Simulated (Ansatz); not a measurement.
**SiH2O2 (SMILES O[Si]O): the energy, rung by rung**

SiH2O2: 5 atoms, total charge 0, spin state singlet. SMILES: `O[Si]O`. Geometry: relaxed at PBE0-D4/def2-TZVP. This is one conformer, not always the lowest.

```xyz
5

O    -1.4432   -0.1056   -0.2750
Si   -0.2120   -0.7913    0.5677
O     1.0360    0.1875    0.0686
H    -1.2319    0.6489   -0.8361
H     1.9011   -0.0131    0.4334
```

Each level gives the energy change with the Si2–O3 bond stretched from 1.663 to 2.078 Å (eV). The values are calculated.

```csv
level,kind,program,value (eV),less FCI/STO-3G
HF/STO-3G (restricted),Hartree–Fock,Ansatz,1.98,+0.54
BLYP/STO-3G (restricted),GGA,Ansatz,1.09,-0.35
revPBE/STO-3G (restricted),GGA,Ansatz,1.08,-0.36
B3LYP/STO-3G (restricted),global hybrid,Ansatz,1.37,-0.07
RPA@PBE/STO-3G (restricted),RPA,Ansatz,1.24,-0.20
MP2/STO-3G (restricted),perturbation theory,Ansatz,1.68,+0.24
BCCD(T)/STO-3G (restricted),coupled cluster or CI,Ansatz,1.48,+0.04
CCSDT(Q)/STO-3G (restricted),coupled cluster or CI,Ansatz,1.43,-0.01
FCI/STO-3G,exact in the basis,Ansatz,1.44,0.00
```

FCI/STO-3G is exact within its basis and frozen core, so for wave-function methods in that basis the difference is their error; functionals converge differently with the basis, so for them it is only a difference. The first shape isn't each level's own minimum. The values span 1.08 to 1.98 eV. All rows use very small basis sets, so none should be taken for the real molecule's value.
